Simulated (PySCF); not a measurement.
isobutene (C4H8), SMILES C(=C)(C)C.

The structure is a stationary point at B3LYP-D3(BJ)/def2-SVP.

Method: CAM-B3LYP/def2-TZVP run with PySCF.

Symmetry labels are those of the subgroup C2v that the program uses (full group C2v).

Computed valence orbital energies around the gap with their symmetry:
```csv
orbital,symmetry,energy (eV)
HOMO−7,B1,-14.20
HOMO−6,A1,-13.97
HOMO−5,B2,-13.64
HOMO−4,A2,-12.27
HOMO−3,B1,-11.84
HOMO−2,A1,-11.72
HOMO−1,B1,-10.98
HOMO,B2,-8.35
LUMO,B2,1.62
LUMO+1,A1,2.00
LUMO+2,B1,3.24
LUMO+3,A1,3.37
```
